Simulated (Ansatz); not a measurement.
We consider diamond-structure Si, described by PBE0-D3(BJ) (Ansatz, a program for electronic structure, plane waves, PAW).

Run with plane-wave cutoff 460 eV, 8×8×8 k mesh, Fermi–Dirac smearing 0.01 eV, scalar-relativistic PAW data made under PBE.

Properties against volume:

```csv
V (Å³/atom),P (GPa),direct gap at Γ (eV),smallest gap on the k mesh (eV)
18.530,6.31,3.995,1.679
19.018,3.11,3.985,1.725
19.506,0.31,3.973,1.768
20.155,-2.87,3.957,1.820
20.481,-4.24,3.948,1.844
```

The fundamental gap (1.73 eV at the equilibrium volume, with added k points) lies elsewhere than Γ–Γ.
